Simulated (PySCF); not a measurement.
Gas-phase reaction: 2 H2SiNH + 3 NH3 ⇌ 5 NH2 + Si2H5

Method: PySCF energies (xtb for GFN2) plus ideal-gas RRHO corrections (1 bar). † marks an energy on the PBE0/def2-TZVP geometry and frequencies; other levels use their own. MP2 and CCSD(T) freeze the core. Open shells (unrestricted): NH2 (multiplicity 2), Si2H5 (multiplicity 2); the rest are closed-shell singlets. GFN2 has no spin-polarisation term. H2SiNH, Si2H5: computed as isolated molecules; such fragments, hydroxides, amides, oligomers or adducts are transient or little studied in the gas. MP2 isn't extrapolated to the basis-set limit. CCSD(T) isn't extrapolated to the basis-set limit. Warning, large T1 diagnostic: H2SiNH (CCSD(T)/def2-SVP†).

| level | ΔH°(298 K), kJ |
|---|---|
| CCSD(T)/def2-SVP† | 857 |
| CCSD(T)/def2-TZVPP† | ? |
| GFN2-xTB | ? |
| HF/def2-TZVP† | 458 |
| MP2/def2-TZVPP† | 1029 |
| PBE/def2-SVP | 934 |
| PBE0/def2-QZVP† | ? |
| PBE0/def2-TZVP | 881 |
| LDA/def2-TZVP† | ? |
| ωB97M-V/def2-TZVP† | 954 |

**Question.** Fill in the missing entries.

**Answer.** 
- CCSD(T)/def2-TZVPP†, ΔH°(298 K), kJ: 918
- GFN2-xTB, ΔH°(298 K), kJ: 1605
- PBE0/def2-QZVP†, ΔH°(298 K), kJ: 888
- LDA/def2-TZVP†, ΔH°(298 K), kJ: 1166
